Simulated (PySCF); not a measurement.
Stepwise substitution at one centre (Si F-C2H5). All species are isolated molecules in the gas phase. One relaxed conformer stands for each flexible species; it need not be the lowest. Strings in code marks are SMILES.

These are PBE-D3(BJ)/def2-TZVP // PBE-D3(BJ)/def2-SVP (PySCF 2.14.0) values and carry that method's errors. Excitations are Tamm–Dancoff values on a coarser integration grid. The basis has no diffuse functions, so Rydberg states are missing or too high.

```json
[
 {"species": "0 of 4 F replaced by C2H5 (`F[Si](F)(F)F`)", "S1 excitation (TDA) (eV)": "9.59", "S1–T1 gap (TDA) (eV)": "–", "HOMO (eV)": "-10.57", "S1 oscillator strength": "0.000"},
 {"species": "1 of 4 F replaced by C2H5 (`[Si](F)(CC)(F)F`)", "S1 excitation (TDA) (eV)": "8.08", "S1–T1 gap (TDA) (eV)": "0.38", "HOMO (eV)": "-8.16", "S1 oscillator strength": "0.023"},
 {"species": "2 of 4 F replaced by C2H5 (`[Si](F)(CC)(F)CC` (C–C–Si–F torsion 65°, F–Si–C–C torsion -180°))", "S1 excitation (TDA) (eV)": "6.93", "S1–T1 gap (TDA) (eV)": "0.18", "HOMO (eV)": "-6.96", "S1 oscillator strength": "0.015"},
 {"species": "3 of 4 F replaced by C2H5 (`CC[Si](F)(CC)CC`)", "S1 excitation (TDA) (eV)": "6.59", "S1–T1 gap (TDA) (eV)": "0.13", "HOMO (eV)": "-6.61", "S1 oscillator strength": "0.009"},
 {"species": "4 of 4 F replaced by C2H5 (`CC[Si](CC)(CC)CC`)", "S1 excitation (TDA) (eV)": "6.51", "S1–T1 gap (TDA) (eV)": "0.09", "HOMO (eV)": "-6.38", "S1 oscillator strength": "0.004"}
]
```
